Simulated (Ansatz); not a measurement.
```yaml
atoms:
  - { symbol: N, position_ang: [0.5500, 0.0000, 4.3000] }
  - { symbol: N, position_ang: [-0.5500, 0.0000, 4.3000] }
  - { symbol: H, position_ang: [0.3700, 0.0000, 0.0000] }
  - { symbol: H, position_ang: [-0.3700, 0.0000, 0.0000] }
```

RHF on singlet N₂H₂ in separate pieces was run in several spherical basis sets with Ansatz (development build ahead of 0.2.0).

(1) Rank the basis sets by the total energy that they give, lowest first, with the distance from the lowest.
A. 6-31G
B. cc-pVDZ
C. def2-SVP

Answers

(1) B (0.00 eV), A (2.40 eV), C (2.77 eV).

Totals follow the description of the cores as much as that of the bonds, so this order isn't one of quality for chemistry.
